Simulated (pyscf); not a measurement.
9 group-13 steps of one kind (1,1-elimination, closed-shell): barrier in eV, from the separated reactants or the lowest minimum found. Single points on ωB97X-D3(BJ)/def2-SVP structures (PySCF, gas phase). Functionals in def2-TZVP; the last column is ωB97M-D3(BJ)/def2-TZVP. Rows were drawn at random from the steps of this kind and element class whose saddle was verified and whose references are stable.

| step | PBE | B3LYP-D3(BJ) | M06-2X | ωB97M-D3(BJ) |
|---|---|---|---|---|
| InH₃ → InH [singlet] + H₂ | 1.99 | 2.22 | 2.45 | 2.47 |
| HS–GaH₂ -> HS–Ga [singlet] + H₂ | 2.54 | 2.78 | 2.98 | 2.98 |
| F–InH–Cl -> Cl–In [singlet] + HF | 1.28 | 1.55 | 1.84 | 1.77 |
| H₂N–InH₂ → H₂N–In [singlet] + H₂ | 2.28 | 2.51 | 2.75 | 2.78 |
| H₃C–InH₂ -> H₃C–In [singlet] + H₂ | 1.98 | 2.21 | 2.45 | 2.48 |
| H₂B–OH → B–OH [singlet] + H₂ | 3.89 | 4.13 | 4.33 | 4.20 |
| Cl–GaH₂ → HCl + GaH [singlet] | 2.03 | 2.27 | 2.56 | 2.53 |
| H₃C–AlH₂ → H₃C–Al [singlet] + H₂ | 2.59 | 2.91 | 2.96 | 3.06 |
| Cl–GaH–Cl → HCl + Cl–Ga [singlet] | 1.86 | 2.13 | 2.44 | 2.40 |

Differences from the last column (eV): PBE: mean -0.47, median -0.49, mean size 0.47, lower in 9 of 9; B3LYP-D3(BJ): mean -0.22, median -0.25, mean size 0.22, lower in 9 of 9; M06-2X: mean +0.01, median +0.01, mean size 0.05, lower in 4 of 9. PBE is closest for row 6 (0.31 eV apart) and farthest for row 9 (0.53 eV). PBE, r²SCAN and M06-2X carry no added dispersion term. The last column is a level with limits of its own. Each barrier is that of the saddle found. Elements up to Kr have no core potential and no relativistic terms here. Elements past Kr carry the def2 core potentials, without spin-orbit coupling.
